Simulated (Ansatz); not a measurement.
Wavefunction ladder for `NC(S)CC=O`

Cartesian coordinates in Å:
```
N -0.950 -1.590 -0.307
C -0.561 -0.211 -0.186
S -1.444 0.558 1.206
C 0.944 0.038 0.033
C 1.265 1.507 0.000
O 1.556 2.090 -1.008
H -0.503 -2.025 -1.106
H -0.704 -2.111 0.526
H -0.853 0.307 -1.103
H -2.673 0.239 0.769
H 1.488 -0.451 -0.779
H 1.247 -0.400 0.989
H 1.189 2.049 0.965
```

The species carries charge 0 and has multiplicity 1. The geometry is a stationary point of PBE0-D4/def2-TZVP. It is one conformer, not always the lowest. Frozen core, restricted reference, the Gaussian-basis code of Ansatz. CBS rows extrapolate triple and quadruple zeta; past MP2 they add the triple-zeta difference.

| basis | HF (Eh) | MP2 corr. |
| --- | --- | --- |
| def2-TZVPP | -644.61433 | -1.12106 |
| def2-QZVPP | -644.63704 | -1.20250 |

Task: Estimate the CCSD correlation energy and the (T) correction in each basis where they were run (hartree).

Result: 
```
     basis  CCSD corr.       (T)
def2-TZVPP    -1.16543  -0.05110
 CBS(def2)    -1.30718     as TZ
```
